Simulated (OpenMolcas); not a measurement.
**MgH (SMILES [MgH]) at 6 levels**

Aim: a comparison of 6 runs (UB3LYP/cc-pVTZ, UM06-2X/cc-pVTZ, UPBE0/cc-pVTZ, USVWN5/cc-pVTZ, UTPSS/cc-pVTZ, ROMP2/cc-pVTZ) of MgH. 

The results are computed with OpenMolcas 26.06.

**1. Starting point**

The species is MgH (2 atoms), meant as a doublet with charge 0. As SMILES, `[MgH]`. The Mg1–H2 distance was set to 2.005 Å, away from the relaxed value.

Bond lengths: Mg1–H2 2.005 Å.

**2. A single-point energy at UB3LYP/cc-pVTZ (run 1)**

Contents of run.inp:

```
&gateway
baslib=$CurrDir
coord
2
angstrom
Mg      -0.965455       0.316974      -0.501428
H        0.742670      -0.243830       0.385720
basis=cc-pVTZ
group=NoSym
&seward
gridinput
Grid=UltraFine
End of Grid
&scf
uhf
spin=2
ksdft=B3LYP
thresholds=1e-10 1e-07 1e-07 1e-05
prorbitals=1 1
```

The basis set cc-pVTZ is read from a file made from the Basis Set Exchange's data (not shown).

The run is started by

```sh
$ export MOLCAS_MEM=1860
$ pymolcas run.inp > run.log
```

Output:

```text
--- Start Module: gateway ---
[...]
--- Stop Module: gateway /rc=_RC_ALL_IS_WELL_ ---
--- Start Module: seward ---
[...]
      Basis functions           48
--- Stop Module: seward /rc=_RC_ALL_IS_WELL_ ---
--- Start Module: scf ---
[...]
       Convergence after  14 Iterations
[...]
::    Total KS-DFT energy                            -200.6460277199
[...]
      Total spin, S                                     0.5049300146
[...]
      Total electronic charge=   13.000000
      Total            charge=   -0.000000
[...]
      Dipole Moment (debye):
      Origin of the operator (angstrom)=   -0.8966    0.2944   -0.4657
                   X= -1.6003E+00               Y=  5.2539E-01               Z= -8.3112E-01           Total=  1.8782E+00
      Quadrupole Moment (debye*angstrom):
[...]
--- Stop Module: scf /rc=_RC_ALL_IS_WELL_ ---
[...]
```

Wall time 6.6 s (1 thread of Arm Neoverse V2, shared host); peak memory 0.38 GiB.

**3. A single-point energy at UM06-2X/cc-pVTZ (run 2)**

Contents of coord.xyz:

```xyz
2

Mg    -0.965455     0.316974    -0.501428
H      0.742670    -0.243830     0.385720
```

Contents of job.inp:

```
>>> EXPORT MOLCAS_PRINT=2
&GATEWAY
BASLIB=$CurrDir
COORD=coord.xyz
BASIS=cc-pVTZ
GROUP=NoSym
&SEWARD
GRIDINPUT
Grid=UltraFine
End of Grid
&SCF
UHF
SPIN=2
KSDFT=M062X
THRESHOLDS=1e-10 1e-07 1e-07 1e-05
PRORBITALS=1 2
```

The basis set cc-pVTZ is read from a file made from the Basis Set Exchange's data (not shown).

The run is started by

```sh
$ export MOLCAS_MEM=1860
$ pymolcas job.inp > job.log
```

Output:

```text
--- Start Module: gateway ---
[...]
--- Stop Module: gateway /rc=_RC_ALL_IS_WELL_ ---
--- Start Module: seward ---
[...]
      Basis functions           48
--- Stop Module: seward /rc=_RC_ALL_IS_WELL_ ---
--- Start Module: scf ---
[...]
       Convergence after  13 Iterations
[...]
::    Total KS-DFT energy                            -200.5982522795
[...]
      Total spin, S                                     0.5042317673
[...]
      Total electronic charge=   13.000000
      Total            charge=   -0.000000
[...]
      Dipole Moment (debye):
      Origin of the operator (angstrom)=   -0.8966    0.2944   -0.4657
                   X= -1.8689E+00               Y=  6.1358E-01               Z= -9.7064E-01           Total=  2.1935E+00
      Quadrupole Moment (debye*angstrom):
[...]
--- Stop Module: scf /rc=_RC_ALL_IS_WELL_ ---
[...]
```

Wall time 8.4 s (1 thread of Arm Neoverse V2, shared host); peak memory 0.38 GiB.

Runs 3 to 5 aren't shown in full; the table further down has their settings and results.

**4. A single-point energy at ROMP2/cc-pVTZ (run 6)**

Contents of calc.inp:

```
&gateway
 baslib
 $CurrDir
 coord
 2
 angstrom
 Mg      -0.965455       0.316974      -0.501428
 H        0.742670      -0.243830       0.385720
 basis
 cc-pVTZ
 group
 NoSym

&seward

&scf
 uhf
 spin
 2
 thresholds
 1e-10 1e-07 1e-07 1e-05
 prorbitals
 1 2

&rasscf
 fileorb
 $Project.UnaOrb
 spin
 2
 nactel
 1 0 0
 inactive
 6
 ras2
 1
 outorbitals
 Canonical
 orblisting
 Few

&caspt2
 ipea
 0.0
 frozen
 1
```

The basis set cc-pVTZ is read from a file made from the Basis Set Exchange's data (not shown).

The run is started by

```sh
$ export MOLCAS_MEM=1860
$ pymolcas calc.inp > calc.log
```

Output:

```text
--- Start Module: gateway ---
[...]
--- Stop Module: gateway /rc=_RC_ALL_IS_WELL_ ---
[...]
      Basis functions           48
[...]
       Convergence after  14 Iterations
[...]
::    Total SCF energy                               -200.1480842546
[...]
      Total spin, S                                     0.5154199005
[...]
--- Start Module: rasscf ---
[...]
      Number of active orbitals                  1
[...]
      Spin quantum number                      0.5
[...]
      Active orbitals                            1
[...]
      Number of CSFs                             1
[...]
      Number of root(s) required                 1
[...]
      Convergence after 12 iterations
[...]
      printout of CI-coefficients larger than  0.05 for root  1
      energy=    -200.145892
      conf/sym  1     Coeff  Weight
             1  u   1.00000 1.00000
      Natural orbitals and occupation numbers for root  1
      sym 1:   1.000000
      ************************************************************************************************************************
      *                                                    Final results                                                     *
[...]
::    RASSCF root number  1 Total energy:   -200.14589228
[...]
      Total electronic charge=   13.000000
      Total            charge=   -0.000000
[...]
      Dipole Moment (debye):
      Origin of the operator (angstrom)=   -0.8966    0.2944   -0.4657
                   X= -2.0019E+00               Y=  6.5726E-01               Z= -1.0397E+00           Total=  2.3496E+00
      Quadrupole Moment (debye*angstrom):
[...]
--- Stop Module: rasscf /rc=_RC_ALL_IS_WELL_ ---
--- Start Module: caspt2 ---
[...]
 ###    WARNING: User changed nr of frozen orbitals.                         ###
 ###############################################################################
[...]
      E2 (Variational):          -0.0502993893
      Total energy:            -200.1961916678
[...]
      Reference weight:           0.97563
[...]
::    CASPT2 Root  1     Total energy:   -200.19619167
[...]
--- Stop Module: caspt2 /rc=_RC_ALL_IS_WELL_ ---
[...]
```

Run time: 2.9 s. Hardware: 1 thread of Arm Neoverse V2, shared host; peak memory 0.38 GiB.

**5. Overview of the runs**

| run | level | integration grid | frozen core orbitals | energy (Eh) | dipole moment (D) | HOMO energy (eV) | LUMO energy (eV) | wall time |
| --- | --- | --- | --- | --- | --- | --- | --- | --- |
| 1 | UB3LYP/cc-pVTZ | UltraFine | – | -200.646028 | 1.88 | -4.97 | -2.70 | 6.6 s |
| 2 | UM06-2X/cc-pVTZ | UltraFine | – | -200.598252 | 2.19 | -5.89 | -2.48 | 8.4 s |
| 3 | UPBE0/cc-pVTZ | UltraFine | – | -200.512839 | 1.83 | -5.16 | -2.35 | 6 s |
| 4 | USVWN5/cc-pVTZ | UltraFine | – | -199.659649 | 1.67 | -4.28 | -3.27 | 4.2 s |
| 5 | UTPSS/cc-pVTZ | UltraFine | – | -200.642721 | 1.72 | -4.46 | -3.22 | 9.9 s |
| 6 | ROMP2/cc-pVTZ | – | 1 | -200.196192 | – | – | – | 2.9 s |

**6. Outcome**

| quantity | value |
| --- | --- |
| run 6: total energy | -200.19619 Eh |

In words: Over runs 1, 2, 3, 4, 5 the dipole moment (its size) runs from 1.67 D (USVWN5/cc-pVTZ) to 2.19 D (UM06-2X/cc-pVTZ). Totals of different functionals can't be ranked against each other. All runs together took 38 s, the longest 9.9 s.
